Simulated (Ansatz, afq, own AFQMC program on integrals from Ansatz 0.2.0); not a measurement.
Where AFQMC and coupled cluster stand for Si$_{2}$Ge$_{2}$H$_{7}$, doublet

```yaml
atoms:
  - { symbol: Si, position_ang: [-1.2780, 0.6689, -0.8767] }
  - { symbol: Ge, position_ang: [-0.9805, -0.0120, 1.4137] }
  - { symbol: Si, position_ang: [1.3647, -0.2192, 0.8980] }
  - { symbol: Ge, position_ang: [0.8760, -0.2341, -1.4620] }
  - { symbol: H, position_ang: [-1.3416, 2.1629, -1.0333] }
  - { symbol: H, position_ang: [-1.6382, -1.3769, 1.6980] }
  - { symbol: H, position_ang: [-1.3831, 0.9759, 2.5246] }
  - { symbol: H, position_ang: [2.1266, -1.3709, 1.4788] }
  - { symbol: H, position_ang: [2.0565, 1.0617, 1.2457] }
  - { symbol: H, position_ang: [0.7659, -1.6647, -2.0259] }
  - { symbol: H, position_ang: [1.7868, 0.5965, -2.3854] }
```

Basis def2-SVP. Only valence electrons are correlated. Integrals, coupled cluster, full CI and functionals: Ansatz 0.2.0; the random walks run on the same integrals in our own AFQMC program. The CISD trial takes its coefficients from CCSD amplitudes. Released means that phaseless walkers are propagated on without the constraint, phases kept. ± is one standard error of the sampling. No spin–orbit coupling.

Determinant: UHF, the one that the program's search chose, which needn't be the lowest solution. The geometry is a PBE0/def2-SVP stationary point of this or a neighbouring charge and spin state.

No full CI on the walks' own integrals is used here. The released AFQMC energy serves as the reference, which it does only where one determinant dominates, the energy is flat over the last release times and near the phaseless one (40 meV or 2 meV an electron, half that with transition metals). On small molecules, where full CI could be run and the noise was under 10 meV, such values lay within 10 meV of it in 19 cases of 20, a flattering rate, since the rule was set on those same cases; what remains of the bias isn't in the error bar.

Cautions: no relativity below Rb; no spin-orbit coupling; inner d shell frozen; the released value is read at 0.90 1/Eh with a noise of 18 meV, more than in the cases checked (meV from the phaseless value at times in 1/Eh: -6 ± 15 at 0.21, -14 ± 16 at 0.42, -14 ± 20 at 0.63, -26 ± 18 at 0.90).

* T1 diagnostic: 0.0158
* weight of the determinant in the CISD state: 0.774
* ⟨S²⟩ of the determinant: 0.761
* size of the correlated space: 23 electrons in 97 orbitals

Reference: AFQMC with the constraint released, correlation energy -12.492 ± 0.018 eV.

```
        level  E − E(reference) (kcal/mol)  share of correlation (%)
           HF                288.08 ± 0.41                      0.00
          MP2                 56.91 ± 0.41                     80.24
         CCSD                 12.04 ± 0.41                     95.82
      CCSD(T)                  2.36 ± 0.41                     99.18
  ph-AFQMC/HF                 -0.25 ± 1.27                    100.09
ph-AFQMC/CISD                  0.60 ± 0.57                     99.79
```

Released energies are given only where the last usable release times agree within the noise; a slower fall can still hide under it.
